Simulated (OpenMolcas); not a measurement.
# HF/6-31G run of CHP (methylidynephosphane)

What is the vertical electron affinity of CHP (methylidynephosphane) at HF/6-31G? 

The calculation is run with OpenMolcas 26.06.

## (1) The molecule

The species is CHP (3 atoms), meant as a singlet with charge 0. SMILES: `C#P`. The shape is that of a GFN2-xTB optimisation.

Bond lengths: C1–P2 1.547 Å, C1–H3 1.056 Å. Angles: P2–C1–H3 179.7°.

## (2) Energy and forces at HF/6-31G

The input, job.input:

```
&GATEWAY
BasLib=$CurrDir
Coord
3
bohr
C     -0.25908145     0.11308121    -0.12555340
P      2.17171106    -0.96882479     1.08509964
H     -1.91262961     0.85574358    -0.95954623
Basis=6-31G
Group=NoSym
&SEWARD
&SCF
PrOrbitals=1 1
&ALASKA
```

The basis set 6-31G is read from a file made from the Basis Set Exchange's data (not shown).

The run is started by

```console
$ export MOLCAS_MEM=1860
$ pymolcas job.input > job.log
```

The program printed, cut to the lines that bear on the results:

```text
--- Start Module: gateway ---
[...]
--- Stop Module: gateway /rc=_RC_ALL_IS_WELL_ ---
[...]
      Basis functions           24
[...]
--- Start Module: scf ---
[...]
       Convergence after  10 Iterations
[...]
::    Total SCF energy                               -379.0541142595
[...]
      Total spin, S                                     0.0000000000
[...]
      Total electronic charge=   22.000000
      Total            charge=   -0.000000
[...]
      Dipole Moment (debye):
      Origin of the operator (angstrom)=    0.7487   -0.3343    0.3746
                   X= -7.7828E-01               Y=  3.5215E-01               Z= -3.9660E-01           Total=  9.4182E-01
      Quadrupole Moment (debye*angstrom):
[...]
--- Stop Module: scf /rc=_RC_ALL_IS_WELL_ ---
--- Start Module: alaska ---
[...]
 *              Molecular gradients               *
 **************************************************
  Irreducible representation: a
 ------------------------------------------------------------------------------------------
                              X                       Y                       Z
 ------------------------------------------------------------------------------------------
  C1               -1.91340144049690E-03    6.51119747863582E-04   -6.40152912640524E-04
  P2               -1.05379785207838E-03    5.55056108123786E-04   -6.59058216734287E-04
  H3                2.96719929258904E-03   -1.20617585598648E-03    1.29921112937414E-03
 ------------------------------------------------------------------------------------------
--- Stop Module: alaska /rc=_RC_ALL_IS_WELL_ ---
[...]
```

Wall time 2.9 s (1 thread of AMD EPYC 7R43 (Zen 3), shared host); peak memory 0.37 GiB.

## (3) The doublet anion

The input, job.input:

```
>>> EXPORT MOLCAS_PRINT=2

&gateway
  baslib
  $CurrDir
  coord
  3
  bohr
  C     -0.25908145     0.11308121    -0.12555340
  P      2.17171106    -0.96882479     1.08509964
  H     -1.91262961     0.85574358    -0.95954623
  basis
  6-31G
  group
  NoSym

&seward

&scf
  uhf
  charge
  -1
  spin
  2
  prorbitals
  1 1

&alaska
```

The basis set 6-31G is read from a file made from the Basis Set Exchange's data (not shown).

The run is started by

```console
$ export MOLCAS_MEM=1860
$ pymolcas job.input > job.log
```

The program printed, cut to the lines that bear on the results:

```text
--- Start Module: gateway ---
[...]
--- Stop Module: gateway /rc=_RC_ALL_IS_WELL_ ---
[...]
      Basis functions           24
[...]
--- Start Module: scf ---
[...]
       Convergence after  26 Iterations
[...]
::    Total SCF energy                               -378.9972805528
[...]
      Total spin, S                                     0.6083454545
[...]
      Total electronic charge=   23.000000
      Total            charge=   -1.000000
[...]
      Dipole Moment (debye):
      Origin of the operator (angstrom)=    0.7487   -0.3343    0.3746
                   X= -1.2420E+00               Y=  5.5792E-01               Z= -6.2656E-01           Total=  1.4988E+00
      Center of Charge (angstrom)
[...]
--- Stop Module: scf /rc=_RC_ALL_IS_WELL_ ---
[...]
--- Start Module: alaska ---
[...]
 *              Molecular gradients               *
 **************************************************
  Irreducible representation: a
 ------------------------------------------------------------------------------------------
                              X                       Y                       Z
 ------------------------------------------------------------------------------------------
  C1                1.00925214372181E-01   -4.46570996761713E-02    4.98552563679819E-02
  P2               -1.05497295710050E-01    4.68561147079143E-02   -5.23883264114096E-02
  H3                4.57208133786891E-03   -2.19901503174191E-03    2.53307004342362E-03
 ------------------------------------------------------------------------------------------
--- Stop Module: alaska /rc=_RC_ALL_IS_WELL_ ---
[...]
```

It took 4.2 s on 1 thread of AMD EPYC 7R43 (Zen 3), shared host; peak memory 0.36 GiB.

## (4) Outcome

At HF/6-31G:

| quantity | value |
| --- | --- |
| singlet CHP: total energy | -379.05411 Eh |
| singlet CHP: dipole moment | 0.94 D |
| singlet CHP: HOMO energy | -10.54 eV |
| singlet CHP: LUMO energy | 2.34 eV |
| singlet CHP: HOMO–LUMO gap | 12.88 eV |
| singlet CHP: largest force on an atom | 0.178 eV/Å |
| doublet anion: total energy | -378.99728 Eh |
| doublet anion: HOMO energy (highest over α and β) | 1.15 eV |
| doublet anion: LUMO energy (lowest over α and β) | 8.97 eV |
| doublet anion: ⟨S²⟩ | 0.978 |
| doublet anion: largest force on an atom | 6.519 eV/Å |
| vertical electron affinity (to the doublet anion) | -1.547 eV |

**Reading.** The anion lies 1.55 eV (36 kcal/mol) above the neutral: the electron isn't bound at this level, and such a value depends on the basis. Without diffuse functions anions come out too high. Hartree–Fock misses the correlation that binds many anions. ⟨S²⟩ (doublet anion) is 0.98 where a pure doublet has 0.75: the reference is spin-contaminated. Mulliken charges (doublet anion) run from -0.64 on C1 to +0.11 on H3; they depend strongly on the basis. The HOMO (doublet anion) lies at positive energy, 1.15 eV: the electron is unbound at this level or held by a compact basis; values depend on the basis.
